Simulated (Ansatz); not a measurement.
**C2H3FO2: one species, many methods**

How much do the methods differ for C2H3FO2? The plan is to run it at one geometry with functionals of several rungs and with coupled cluster. The yardstick is the atomisation energy at the CCSD(T) limit.

Method: functionals in def2-TZVPP, the program's frozen cores in correlated methods; program: Ansatz 0.2.0, Gaussian basis.

The runs, in order: LDA (SPW92), PBE-D4, revPBE-D4, BLYP-D4, r2SCAN-D4, B97M-V, PBE0-D4, B3LYP-D4, r2SCANh-D4, r2SCAN0-D4, HSE06-D4, BHLYP-D4, CAM-B3LYP-D4, LC-ωPBE, ωB97X-V, ωB97M-V, B2PLYP, PBE-QIDH; CCSD(T)/def2-SVP; CCSD(T)/def2-TZVPP; MP2/def2-QZVPP; extrapolation to the limit; RPA on PBE.

## Step 1: The geometry

An earlier PBE0-D4 in a triple-zeta def2 set relaxation fixed the geometry.

SMILES `O=CC(O)F`, 8 atoms, charge 0, spin multiplicity 1.

Atoms are counted from 1 here; the program's logs count them from 0.

Bond lengths: O1–C2 1.198 Å, C2–C3 1.527 Å, C2–H6 1.105 Å, C3–O4 1.350 Å, C3–F5 1.392 Å, C3–H7 1.095 Å, O4–H8 0.970 Å. Angles: O1–C2–C3 120.8°, O1–C2–H6 122.6°, C3–C2–H6 116.5°, C2–C3–O4 111.6°, C2–C3–F5 104.0°, C2–C3–H7 112.6°, O4–C3–F5 112.0°, O4–C3–H7 110.1°, F5–C3–H7 106.3°, C3–O4–H8 107.5°.

## Step 2: LDA

This LDA is Slater exchange with PW92 correlation.

File in.yaml:

```yaml
crystal:
  periodic: [false, false, false]
  atoms:
    - {symbol: O, position_ang: [-1.673808, 0.110923, 0.448409]}
    - {symbol: C, position_ang: [-0.838431, 0.291586, -0.390946]}
    - {symbol: C, position_ang: [0.635560, 0.020861, -0.098656]}
    - {symbol: O, position_ang: [0.831467, -0.325396, 1.191739]}
    - {symbol: F, position_ang: [0.966679, -1.012001, -0.970749]}
    - {symbol: H, position_ang: [-1.087136, 0.609705, -1.419259]}
    - {symbol: H, position_ang: [1.279955, 0.865151, -0.364306]}
    - {symbol: H, position_ang: [-0.022186, -0.617930, 1.547966]}
basis:
  gaussian: {orbitals: def2-TZVPP}
hamiltonian: {xc: lda}
output: {orbitals: {seedname: orbitals}}
```

On the command line:

```
> ansatz run in.yaml --threads 2 --pin off --events-out ev --progress --plain --max-ram 4352MiB
```

The runs that follow: PBE-D4 (GGA); revPBE-D4 (GGA); BLYP-D4 (GGA); r2SCAN-D4 (meta-GGA); B97M-V (meta-GGA); PBE0-D4 (hybrid); B3LYP-D4 (hybrid); r2SCANh-D4 (hybrid); r2SCAN0-D4 (hybrid); HSE06-D4 (hybrid); BHLYP-D4 (hybrid); CAM-B3LYP-D4 (range-separated); LC-ωPBE (range-separated); ωB97X-V (range-separated); ωB97M-V (range-separated); B2PLYP (double hybrid); PBE-QIDH (double hybrid); CCSD(T) in def2-SVP; CCSD(T) in def2-TZVPP; MP2 in def2-QZVPP; RPA on PBE orbitals.

Q: Predict the results of all the runs planned. Wanted: atomisation energy, CCSD(T)/CBS; farthest beyond LDA; mean size of error, GGA; mean size of error, meta-GGA; mean size of error, hybrid; mean size of error, range-separated; mean size of error, double hybrid; gap, smallest and largest; T1 diagnostic.

The runs gave:

| quantity | value |
| --- | --- |
| atomisation energy, CCSD(T)/CBS | 3299.3 kJ/mol |
| functionals within 16.5 kJ/mol (0.5 %) | r2SCAN-D4, B97M-V, PBE0-D4, B3LYP-D4, HSE06-D4, CAM-B3LYP-D4, LC-ωPBE, ωB97X-V, ωB97M-V |
| farthest beyond LDA | BHLYP-D4 (-187.1 kJ/mol) |
| mean size of error, GGA | 65.2 kJ/mol |
| mean size of error, meta-GGA | 11.2 kJ/mol |
| mean size of error, hybrid | 57.0 kJ/mol |
| mean size of error, range-separated | 11.9 kJ/mol |
| mean size of error, double hybrid | 33.0 kJ/mol |
| gap, smallest and largest | 3.67 eV (LDA (SPW92)), 11.98 eV (LC-ωPBE) |
| T1 diagnostic | 0.0142 |
| triples share of the correlation energy | 3.7 % |

What this shows: LDA overbinds by 646.0 kJ/mol (20 %). PBE-D4 misses by +142.2 kJ/mol. Double hybrids carry the basis error of their MP2 part in triple zeta, and no dispersion term here, so their miss is partly the set-up's. The rungs meta-GGA, range-separated miss on average by less than the doubt on the reference (16.5 kJ/mol), so they tie. Misses under about 16.5 kJ/mol are within the doubt on the reference itself, which lacks core-valence correlation, relativity and higher excitations. Hartree-Fock recovers 67 % of the binding; the rest is correlation. CCSD(T) in def2-SVP is off by -172.7 kJ/mol, so the small basis spoils what the method gains. The gap grows from 3.7 to 12.0 eV across the functionals, mostly with the share of exact exchange.
